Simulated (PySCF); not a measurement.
# H₂S: electronic excitations at several levels of theory, part 2 of 2

PySCF 2.14.0. Atoms count from 0.

## 11. Excited states and response: PBE0/aug-cc-pVDZ

Job settings and geometry (Å):

```
{"job": {"kind": "uv", "xc": "PBE0", "basis": "aug-cc-pVDZ"}, "charge": 0, "multiplicity": 1}
S     -0.619653    -0.013485    -0.115736
H      0.308120     0.920826     0.178667
H      0.295122    -1.004550    -0.082790
```

Level: TDDFT PBE0/aug-cc-pVDZ, vertical, gas phase, core orbitals frozen in the response.

Log:

```text
coarse grid: 2864 points
cycle   1  E = -399.2390462544  dE = -7.743e-02  |g| = 1.561e-01  |ddm| = 2.540e+00
cycle   2  E = -399.2404710828  dE = -1.425e-03  |g| = 1.549e-01  |ddm| = 6.798e-01
cycle   3  E = -399.2484312622  dE = -7.960e-03  |g| = 3.758e-03  |ddm| = 3.412e-01
cycle   4  E = -399.2484350799  dE = -3.818e-06  |g| = 9.563e-04  |ddm| = 9.431e-03
final grid: 22496 points
cycle   5  E = -399.2524362380  dE = -3.016e-06  |g| = 2.925e-03  |ddm| = 4.288e-02
cycle   6  E = -399.2524364401  dE = -2.021e-07  |g| = 2.808e-03  |ddm| = 1.339e-02
cycle   7  E = -399.2524389718  dE = -2.532e-06  |g| = 6.983e-05  |ddm| = 6.603e-03
cycle   8  E = -399.2524389735  dE = -1.693e-09  |g| = 1.141e-05  |ddm| = 1.421e-04
cycle   9  E = -399.2524389736  dE = -5.343e-11  |g| = 8.079e-07  |ddm| = 1.841e-05
converged SCF energy = -399.2524389736

Static polarisability (au): isotropic 23.692, principal 23.478 23.711 23.888

Singlet excitations
state   eV       nm        f      main configurations
  1   5.9212    209.4   0.05821   H->L 0.99
  2   6.0973    203.3   0.00000   H->L+1 0.93
  3   7.5167    164.9   0.00000   H->L+2 0.94
  4   8.0751    153.5   0.00238   H->L+3 0.99
  5   8.5014    145.8   0.01790   H->L+4 0.91
  6   8.8925    139.4   0.11123   H-1->L 0.91
  7   8.9303    138.8   0.01998   H->L+5 0.96
  8   9.5836    129.4   0.05202   H-1->L+1 0.87, H->L+9 0.10
  9   9.7204    127.6   0.00000   H->L+6 0.98
 10   9.9016    125.2   0.06117   H->L+7 0.61, H->L+8 0.36

Triplet excitations (Tamm-Dancoff, eV): 5.5421 5.5679 7.4754 7.7755
```

It took 1.8 s on 1 thread of AMD EPYC 7R43, shared host; peak memory 0.25 GiB.

This run: HOMO -7.54 eV, LUMO -0.32 eV; lowest singlet 5.92 eV.

## 12. Ultraviolet spectrum: PBE0/aug-cc-pVTZ

Job settings and geometry (Å):

```
{"job": {"kind": "uv", "xc": "PBE0", "basis": "aug-cc-pVTZ"}, "charge": 0, "multiplicity": 1}
S     -0.619653    -0.013485    -0.115736
H      0.308120     0.920826     0.178667
H      0.295122    -1.004550    -0.082790
```

Level: TDDFT PBE0/aug-cc-pVTZ, vertical, gas phase, core orbitals frozen in the response.

Log:

```text
coarse grid: 2864 points
cycle   1  E = -399.2530396641  dE = -8.868e-02  |g| = 1.597e-01  |ddm| = 2.600e+00
cycle   2  E = -399.2547810946  dE = -1.741e-03  |g| = 1.618e-01  |ddm| = 6.482e-01
cycle   3  E = -399.2627291919  dE = -7.948e-03  |g| = 8.792e-03  |ddm| = 2.621e-01
cycle   4  E = -399.2627397142  dE = -1.052e-05  |g| = 1.245e-03  |ddm| = 1.859e-02
cycle   5  E = -399.2627401533  dE = -4.390e-07  |g| = 6.592e-04  |ddm| = 2.825e-03
final grid: 22496 points
cycle   6  E = -399.2680177508  dE = -8.167e-06  |g| = 4.137e-03  |ddm| = 4.277e-02
cycle   7  E = -399.2680183708  dE = -6.200e-07  |g| = 3.461e-03  |ddm| = 9.412e-03
cycle   8  E = -399.2680211841  dE = -2.813e-06  |g| = 2.483e-04  |ddm| = 5.071e-03
cycle   9  E = -399.2680212054  dE = -2.132e-08  |g| = 3.359e-05  |ddm| = 4.032e-04
cycle  10  E = -399.2680212057  dE = -3.502e-10  |g| = 4.011e-06  |ddm| = 4.502e-05
converged SCF energy = -399.2680212057

Static polarisability (au): isotropic 24.724, principal 24.489 24.618 25.065

Singlet excitations
state   eV       nm        f      main configurations
  1   5.9492    208.4   0.05801   H->L 0.98
  2   6.0296    205.6   0.00000   H->L+1 0.92
  3   7.3962    167.6   0.00000   H->L+2 0.92
  4   7.8497    157.9   0.00334   H->L+3 0.99
  5   8.1881    151.4   0.00420   H->L+4 0.97
  6   8.4312    147.1   0.02890   H->L+5 0.94
  7   8.8674    139.8   0.11248   H-1->L 0.95
  8   9.1543    135.4   0.00577   H->L+7 0.79, H->L+8 0.18
  9   9.2405    134.2   0.00000   H->L+6 0.97
 10   9.3466    132.7   0.00732   H-1->L+1 0.66, H->L+9 0.30

Triplet excitations (Tamm-Dancoff, eV): 5.4748 5.5623 7.3611 7.6225
```

Wall time 3.6 s (1 thread of AMD EPYC 7R43, shared host); peak memory 0.3 GiB.

Key values: HOMO -7.57 eV, LUMO -0.33 eV; lowest singlet 5.95 eV.

## 13. Excited states and response: PBE0/def2-TZVPD

Job settings and geometry (Å):

```
{"job": {"kind": "uv", "xc": "PBE0", "basis": "def2-TZVPD"}, "charge": 0, "multiplicity": 1}
S     -0.619653    -0.013485    -0.115736
H      0.308120     0.920826     0.178667
H      0.295122    -1.004550    -0.082790
```

Method: TDDFT PBE0/def2-TZVPD, vertical, gas phase, core orbitals frozen in the response.

Log:

```text
coarse grid: 2864 points
cycle   1  E = -399.2519223198  dE = -9.172e-02  |g| = 1.627e-01  |ddm| = 1.023e+00
cycle   2  E = -399.2539052503  dE = -1.983e-03  |g| = 1.597e-01  |ddm| = 2.975e-01
cycle   3  E = -399.2614898220  dE = -7.585e-03  |g| = 1.496e-02  |ddm| = 1.475e-01
cycle   4  E = -399.2615045358  dE = -1.471e-05  |g| = 1.131e-03  |ddm| = 5.895e-03
cycle   5  E = -399.2615049295  dE = -3.937e-07  |g| = 6.357e-04  |ddm| = 1.747e-03
final grid: 22496 points
cycle   6  E = -399.2625332646  dE = -6.880e-06  |g| = 4.866e-03  |ddm| = 1.676e-02
cycle   7  E = -399.2625338754  dE = -6.108e-07  |g| = 3.920e-03  |ddm| = 6.618e-03
cycle   8  E = -399.2625367375  dE = -2.862e-06  |g| = 2.937e-04  |ddm| = 3.466e-03
cycle   9  E = -399.2625367659  dE = -2.832e-08  |g| = 3.636e-05  |ddm| = 2.396e-04
cycle  10  E = -399.2625367662  dE = -3.718e-10  |g| = 6.331e-06  |ddm| = 2.945e-05
converged SCF energy = -399.2625367662

Static polarisability (au): isotropic 24.897, principal 24.624 24.712 25.354

Singlet excitations
state   eV       nm        f      main configurations
  1   5.9626    207.9   0.00000   H->L+1 0.99
  2   6.1582    201.3   0.05875   H->L 1.00
  3   7.5007    165.3   0.00000   H->L+2 1.00
  4   7.6903    161.2   0.00338   H->L+3 0.99
  5   7.9822    155.3   0.00088   H->L+4 0.98
  6   8.7290    142.0   0.08693   H->L+5 0.74, H->L+6 0.25
  7   9.0918    136.4   0.11374   H-1->L 0.95
  8   9.1956    134.8   0.00028   H-1->L+1 0.51, H->L+7 0.48
  9   9.3054    133.2   0.20340   H->L+6 0.73, H->L+5 0.23
 10   9.8101    126.4   0.14970   H->L+8 0.90

Triplet excitations (Tamm-Dancoff, eV): 5.3924 5.6815 7.4554 7.5673
```

Run time: 2.4 s. Hardware: 1 thread of AMD EPYC 7R43, shared host; peak memory 0.3 GiB.

This run: HOMO -7.55 eV, LUMO 0.02 eV; lowest singlet 5.96 eV.

## 14. Ultraviolet spectrum: PBE0/6-31+G*

Job settings and geometry (Å):

```
{"job": {"kind": "uv", "xc": "PBE0", "basis": "6-31+G*"}, "charge": 0, "multiplicity": 1}
S     -0.619653    -0.013485    -0.115736
H      0.308120     0.920826     0.178667
H      0.295122    -1.004550    -0.082790
```

Level: TDDFT PBE0/6-31+G*, vertical, gas phase, core orbitals frozen in the response.

Log:

```text
coarse grid: 2864 points
cycle   1  E = -399.2275768911  dE = -7.331e-02  |g| = 1.742e-01  |ddm| = 1.360e+00
cycle   2  E = -399.2316921714  dE = -4.115e-03  |g| = 1.544e-01  |ddm| = 5.068e-01
cycle   3  E = -399.2399519208  dE = -8.260e-03  |g| = 6.684e-03  |ddm| = 2.344e-01
cycle   4  E = -399.2399650714  dE = -1.315e-05  |g| = 2.391e-03  |ddm| = 1.068e-02
cycle   5  E = -399.2399668213  dE = -1.750e-06  |g| = 1.946e-04  |ddm| = 2.848e-03
final grid: 22496 points
cycle   6  E = -399.2207816317  dE = -2.311e-06  |g| = 2.879e-03  |ddm| = 1.220e-02
cycle   7  E = -399.2207822815  dE = -6.498e-07  |g| = 2.554e-03  |ddm| = 8.127e-03
cycle   8  E = -399.2207844791  dE = -2.198e-06  |g| = 5.434e-05  |ddm| = 3.841e-03
cycle   9  E = -399.2207844801  dE = -9.322e-10  |g| = 8.668e-06  |ddm| = 6.880e-05
converged SCF energy = -399.2207844801

Static polarisability (au): isotropic 17.216, principal 16.696 17.169 17.783

Singlet excitations
state   eV       nm        f      main configurations
  1   6.0551    204.8   0.07272   H->L 1.00
  2   6.2126    199.6   0.00000   H->L+1 1.00
  3   7.8242    158.5   0.00000   H->L+2 1.00
  4   8.0658    153.7   0.01711   H->L+3 1.00
  5   8.4531    146.7   0.01520   H->L+4 0.96
  6   9.1025    136.2   0.16823   H-1->L 0.95
  7   9.8709    125.6   0.29894   H->L+5 0.98
  8  10.2362    121.1   0.14313   H-1->L+1 0.87, H-2->L 0.09
  9  10.7534    115.3   0.00272   H-1->L+2 0.98
 10  11.1584    111.1   0.02999   H-1->L+3 0.96

Triplet excitations (Tamm-Dancoff, eV): 5.5930 5.5955 7.7695 7.8408
```

Run time: 1.3 s. Hardware: 1 thread of AMD EPYC 7R43, shared host; peak memory 0.3 GiB.

In short: HOMO -7.50 eV, LUMO -0.01 eV; lowest singlet 6.06 eV.

## 15. Run by run: electronic excitations

Excitations and ground-state properties, with basis size and wall time:

| run | lowest singlet (eV) | brightest (eV) | f | gap (eV) | α (Å³) | μ (D) | functions | time |
| --- | --- | --- | --- | --- | --- | --- | --- | --- |
| PBE0/def2-SVPD | 6.15 | 9.71 | 0.164 | 7.64 | 3.64 | 1.07 | 43 | 3.6 s |
| BHandHLYP/def2-SVPD | 6.17 | 9.84 | 0.177 | 9.25 | 3.57 | 1.06 | 43 | 2.7 s |
| CAM-B3LYP/def2-SVPD | 6.07 | 9.68 | 0.183 | 9.65 | 3.64 | 1.06 | 43 | 2.6 s |
| wB97X-D/def2-SVPD | 6.16 | 9.20 | 0.154 | 11.16 | 3.61 | 1.10 | 43 | 3.2 s |
| LC-wPBE/def2-SVPD | 6.21 | 10.00 | 0.175 | 12.19 | 3.53 | 1.15 | 43 | 4.7 s |
| PBE0/6-31G* | 6.18 | 15.78 | 0.959 | 8.18 | 2.17 | 1.49 | 22 | 1.1 s |
| PBE0/def2-SVP | 6.40 | 12.35 | 0.612 | 8.40 | 2.13 | 1.35 | 28 | 1.2 s |
| PBE0/def2-TZVP | 6.02 | 11.83 | 0.447 | 8.02 | 2.70 | 1.16 | 49 | 1.9 s |
| PBE0/aug-cc-pVDZ | 5.92 | 8.89 | 0.111 | 7.22 | 3.51 | 1.08 | 45 | 1.8 s |
| PBE0/aug-cc-pVTZ | 5.95 | 8.87 | 0.112 | 7.23 | 3.66 | 1.04 | 96 | 3.6 s |
| PBE0/def2-TZVPD | 5.96 | 9.31 | 0.203 | 7.57 | 3.69 | 1.02 | 64 | 2.4 s |
| PBE0/6-31+G* | 6.06 | 9.87 | 0.299 | 7.49 | 2.55 | 1.51 | 26 | 1.3 s |

Measured dipole: 0.98 D (gas; NIST CCCBDB Release 22 (SRD 101), experimental dipoles).

Measured polarisability: 3.63 Å³ (gas; NIST CCCBDB Release 22 (SRD 101), experimental polarizabilities).

## 16. Outcome

This closing draws on all 2 parts.

| quantity | value |
| --- | --- |
| point group | C2v |
| rotational constants (main isotopes) | 304.15, 265.63, 141.79 GHz |
| lowest singlet (PBE0/def2-SVPD) | 6.15 eV (202 nm), f = 0.000 |
| brightest single state of those computed | state 9, 9.71 eV, f = 0.164 |
| lowest triplet | 5.60 eV |
| vertical ionisation energy (ΔSCF) | 10.40 eV |
| range of the lowest singlet | 5.92 to 6.40 eV |

**Reading.** Single values in the summary come from the first run of each kind that ended normally (PBE0/def2-SVPD), which need not be the best level. The start was shaken at random, so part of the energy gained undoes that. Relaxing lowered the energy by 0.379 eV in 5 steps; the close pair that moved most is S0–H2, from 1.204 to 1.349 Å. The first singlet state (HOMO→LUMO+1 1.00) lies at 6.15 eV and is dark; of the 10 states computed, the strongest absorption comes from state 9 at 9.71 eV (the last state computed is bright too, and its partners may lie past the list). The lowest triplet lies 0.55 eV below the lowest singlet (triplets in Tamm-Dancoff, singlets in full TDDFT). At PBE0/def2-SVPD, the highest states lie near or above the ionisation energy, where they hang on the basis. The orbital energy would give 7.57 eV for ionisation, ΔSCF gives 10.40 eV. The dipole moment, 1.07 D, compares with 0.98 D measured. The polarisability is 0 % above the measured 3.63 Å³. The lowest singlet runs from 5.92 eV (PBE0/aug-cc-pVDZ) to 6.40 eV (PBE0/def2-SVP), while the orbital gap spans 7.22 to 12.19 eV. The lowest state need not be the same one in every run. The runs solved for a few states only, so the brightest column depends on that window. For the measured dipole, PBE0/def2-TZVPD misses least (0.05 D, 2.4 s) and PBE0/6-31+G* most (0.53 D, 1.3 s); the quickest, PBE0/6-31G*, misses by 0.51 D in 1.1 s. For the measured polarisability, PBE0/def2-SVPD misses least (0.01 Å³, 3.6 s) and PBE0/def2-SVP most (1.50 Å³, 1.2 s); the quickest, PBE0/6-31G*, misses by 1.46 Å³ in 1.1 s. One molecule ranks no method: errors cancel, and vibration and temperature are missing from all runs.
